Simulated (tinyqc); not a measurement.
Worked calculation: Pariser-Parr-Pople SCF with singles CI, for the molecule Nc1[cH+]c1F (SMILES; centres numbered as the heavy atoms are written). Computed by tinyqc, a small Python program that keeps every step. Settings: charge = 1, gamma = Ohno, start = core, damping = 0.5, iteration cap = 61, excitations kept = 4. Command: `OMP_NUM_THREADS=1 python tinyqc.py 30171 30172 out.jsonl` (the two numbers bound the seeds that draw the settings). One thread of a shared host (Intel(R) Xeon(R) Processor @ 2.60GHz), about 0.01 s of CPU time with the checks. Later iterations appear only in the table of the cycle.

## PPP integrals

Centres (angstrom, eV; a flat drawing with bonds scaled to 1.40 angstrom):
```
centre          x          y  core charge z          W   gamma_rr
1N       1.912000  -0.662000              2  25.600000  16.800000
2C       0.700000   0.038000              1  11.160000  11.130000
3C       0.000000   1.250000              1  11.160000  11.130000
4C      -0.700000   0.038000              1  11.160000  11.130000
5F      -1.912000  -0.662000              2  39.000000  21.400000
```

Resonance integrals (eV):
```
i  j       beta
1  2  -2.240000
2  3  -2.390000
3  4  -2.390000
4  5  -2.100000
4  2  -2.390000
```

Ohno: gamma = 14.399645/sqrt(R^2 + a^2), a = 2 x 14.399645/(gamma_rr + gamma_ss); H_rr = -W_r - sum_(s != r) z_s gamma_rs; H_rs = beta for bonds.

repulsion gamma_rs (eV):
```
           1N         2C         3C         4C         5F
1N  16.800000   8.283102   4.975847   4.975534   3.694482
2C   8.283102  11.130000   7.554960   7.553862   5.060667
3C   4.975847   7.554960  11.130000   7.554960   5.060997
4C   4.975534   7.553862   7.554960  11.130000   8.694819
5F   3.694482   5.060667   5.060997   8.694819  21.400000
```

core matrix H (eV):
```
            1N          2C          3C          4C          5F
1N  -51.223447   -2.240000    0.000000    0.000000    0.000000
2C   -2.240000  -52.956361   -2.390000   -2.390000    0.000000
3C    0.000000   -2.390000  -46.343609   -2.390000    0.000000
4C    0.000000   -2.390000   -2.390000  -53.609527   -2.100000
5F    0.000000    0.000000    0.000000   -2.100000  -65.205448
```

## Starting guess

pi electrons, sum of z_r less the charge = 6

Orbitals of the core matrix H.

P at the start:
```
           1N         2C         3C         4C         5F
1N   1.085034   0.839639   0.004094  -0.531714   0.070982
2C   0.839639   1.171645   0.319627   0.400389  -0.055413
3C   0.004094   0.319627   0.191977   0.491862  -0.054691
4C  -0.531714   0.400389   0.491862   1.558487   0.055971
5F   0.070982  -0.055413  -0.054691   0.055971   1.992858
```

## Iteration 1: Fock matrix

F_rr = H_rr + P_rr gamma_rr / 2 + sum_(s != r) P_ss gamma_rs; F_rs = H_rs - P_rs gamma_rs / 2; E = tr P (H + F) / 2 + core repulsion sum_(r<s) z_r z_s gamma_rs.

F (eV):
```
            1N          2C         3C          4C          5F
1N  -16.332182   -5.717409  -0.010184    1.322781   -0.131121
2C   -5.717409  -14.140551  -3.597386   -3.902242    0.140214
3C   -0.010184   -3.597386  -9.164413   -4.248000    0.138396
4C    1.322781   -3.902242  -4.248000  -11.909567   -2.343327
5F   -0.131121    0.140214   0.138396   -2.343327  -19.421571
```

pi energy = -120.477698 eV

## Iteration 1: orbitals and new P

Diagonalise F (the basis is taken as orthonormal) and form P = 2 sum c c over the lowest orbitals; 0.5 of the old P is kept.

orbital energies (eV): -22.449019  -20.012823  -16.163020  -6.505050  -5.838372

P after iteration 1:
```
           1N         2C         3C         4C         5F
1N   1.319417   0.751380  -0.101724  -0.490800   0.080504
2C   0.751380   1.079328   0.411363   0.471657  -0.082995
3C  -0.101724   0.411363   0.358535   0.586253  -0.088599
4C  -0.490800   0.471657   0.586253   1.265174   0.126434
5F   0.080504  -0.082995  -0.088599   0.126434   1.977545
```

## Iteration 2: Fock matrix

As before.

F (eV):
```
            1N          2C          3C          4C          5F
1N  -15.815219   -5.351878    0.253082    1.220997   -0.148710
2C   -5.351878  -13.747664   -3.943915   -4.171416    0.210006
3C    0.253082   -3.943915  -10.062171   -4.604558    0.224199
4C    1.220997   -4.171416   -4.604558  -11.947814   -2.649658
5F   -0.148710    0.210006    0.224199   -2.649658  -20.894024
```

pi energy = -122.175394 eV

## Iteration 2: orbitals and new P

As before.

orbital energies (eV): -22.695236  -20.939058  -16.538474  -6.303578  -5.990545

P after iteration 2:
```
           1N         2C         3C         4C         5F
1N   1.443620   0.708971  -0.172857  -0.449629   0.081792
2C   0.708971   1.017424   0.465366   0.496840  -0.095032
3C  -0.172857   0.465366   0.487096   0.648203  -0.112652
4C  -0.449629   0.496840   0.648203   1.084595   0.171758
5F   0.081792  -0.095032  -0.112652   0.171758   1.967265
```

## Iteration 3: Fock matrix

As before.

F (eV):
```
            1N          2C          3C          4C          5F
1N  -15.581435   -5.176241    0.430054    1.118573   -0.151090
2C   -5.176241  -13.508200   -4.147911   -4.266529    0.240462
3C    0.430054   -4.147911  -10.612695   -4.838573    0.285065
4C    1.118573   -4.266529   -4.838573  -11.920491   -2.846701
5F   -0.151090    0.240462    0.285065   -2.846701  -21.777887
```

pi energy = -123.243579 eV

## Iteration 3: orbitals and new P

As before.

orbital energies (eV): -23.239713  -21.261126  -16.672975  -6.237955  -5.988940

P after iteration 3:
```
           1N         2C         3C         4C         5F
1N   1.509291   0.689676  -0.220927  -0.413038   0.079419
2C   0.689676   0.975559   0.495612   0.502760  -0.099742
3C  -0.220927   0.495612   0.582756   0.686997  -0.128654
4C  -0.413038   0.502760   0.686997   0.971991   0.200973
5F   0.079419  -0.099742  -0.128654   0.200973   1.960403
```

## Convergence

Stop when output and input P, before any damping, agree to 1e-7.

Course of the cycle:
```
iteration         E (eV)  largest |P(out) - P(in)|
1          -120.47769828                  5.87e-01
2          -122.17539388                  3.61e-01
3          -123.24357868                  2.25e-01
4          -123.87985568                  1.42e-01
5          -124.24562880                  9.87e-02
6          -124.45082593                  6.95e-02
7          -124.56394335                  4.85e-02
8          -124.62549637                  3.36e-02
9          -124.65866029                  2.32e-02
10         -124.67639076                  1.60e-02
11         -124.68581182                  1.10e-02
...                  ...                       ...
35         -124.69629704                  2.58e-06
36         -124.69629704                  1.85e-06
37         -124.69629704                  1.33e-06
38         -124.69629704                  9.55e-07
39         -124.69629704                  6.86e-07
40         -124.69629704                  4.92e-07
41         -124.69629704                  3.54e-07
42         -124.69629704                  2.54e-07
43         -124.69629704                  1.83e-07
44         -124.69629704                  1.31e-07
45         -124.69629704                  9.44e-08
```

Converged in 45 iterations.

## Converged orbitals

Charges are z - P_rr.

orbital energies (eV): -24.465055  -21.637597  -16.890626  -6.099376  -5.995432

coefficients:
```
         MO1        MO2        MO3        MO4        MO5
1N  0.097811   0.409806   0.783926   0.374422   0.260308
2C  0.239964   0.615271   0.082554  -0.608037  -0.432821
3C  0.199358   0.408875  -0.447592   0.683664  -0.354039
4C  0.373194   0.303624  -0.390913  -0.147202   0.770751
5F  0.868235  -0.440606   0.159669   0.032164  -0.159702
```

pi charges: 1N 0.415904, 2C 0.114087, 3C 0.185479, 4C 0.231451, 5F 0.053079

## Singles CI, singlets

Over the 4 single excitations with the smallest orbital gaps: A = (e_a - e_i) delta + 2 (ia|jb) - (ij|ab), with (pq|rs) = sum c_mp c_mq gamma_mn c_nr c_ns. f = 2/3 w |mu|^2 in atomic units, mu = sqrt2 sum c_ia sum_m c_mi c_ma R_m.

singlet CI matrix (eV):
```
           3>4        3>5        2>4        2>5
3>4   5.900488   0.172375  -0.139306  -0.067716
3>5   0.172375   5.775638  -0.123506   0.027088
2>4  -0.139306  -0.123506   9.204010  -0.137223
2>5  -0.067716   0.027088  -0.137223   9.287142
```

singlet excitation energies (eV): 5.653606  6.009982  9.111855  9.391835

oscillator strengths: 0.212251  0.779389  0.032887  0.355357

## Singles CI, triplets

Over the 4 single excitations with the smallest orbital gaps: A = (e_a - e_i) delta - (ij|ab), with (pq|rs) = sum c_mp c_mq gamma_mn c_nr c_ns.

triplet CI matrix (eV):
```
           3>4        3>5        2>4        2>5
3>4   2.889817  -0.915615  -0.145229  -1.029037
3>5  -0.915615   3.723842  -1.029037   0.621776
2>4  -0.145229  -1.029037   7.705345  -0.360872
2>5  -1.029037   0.621776  -0.360872   7.824155
```

triplet excitation energies (eV): 2.159346  3.891503  7.542057  8.550251
